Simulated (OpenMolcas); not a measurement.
**Worked example: vertical ionisation energy of CF4 (tetrafluoromethane)**

The species is CF4 (5 atoms), meant as a singlet with charge 0. As SMILES, `FC(F)(F)F`. Geometry: relaxed at PBE0-D4/def2-TZVP.

Both states at this one shape; open shells run unrestricted unless said. 1 Eh = 27.2114 eV.

| level | program | singlet CF4 (Eh) | doublet [CF4]+ (Eh) | HOMO of the first (eV) |
| --- | --- | --- | --- | --- |
| mPW1PW91/6-31G** (spherical functions) | OpenMolcas | -437.377966 | -436.817211 | -12.15 |
| mPW1PW91/6-311++G** | OpenMolcas | -437.521632 | -436.944199 | -12.82 |
| mPW1PW91/6-311++G(3df,3pd) (RICD fitting) | OpenMolcas | -437.552462 | -436.978097 | -12.76 |

Task: Work out the vertical ionisation energy at each level.

Result: 
1. mPW1PW91/6-31G** (spherical functions): -436.817211 − (-437.377966) = 0.560755 Eh = 15.26 eV; −ε(HOMO) = 12.15 eV.
2. mPW1PW91/6-311++G**: -436.944199 − (-437.521632) = 0.577433 Eh = 15.71 eV; −ε(HOMO) = 12.82 eV.
3. mPW1PW91/6-311++G(3df,3pd) (RICD fitting): -436.978097 − (-437.552462) = 0.574365 Eh = 15.63 eV; −ε(HOMO) = 12.76 eV.

No measured value is set beside it here; the levels span 15.26 to 15.71 eV.
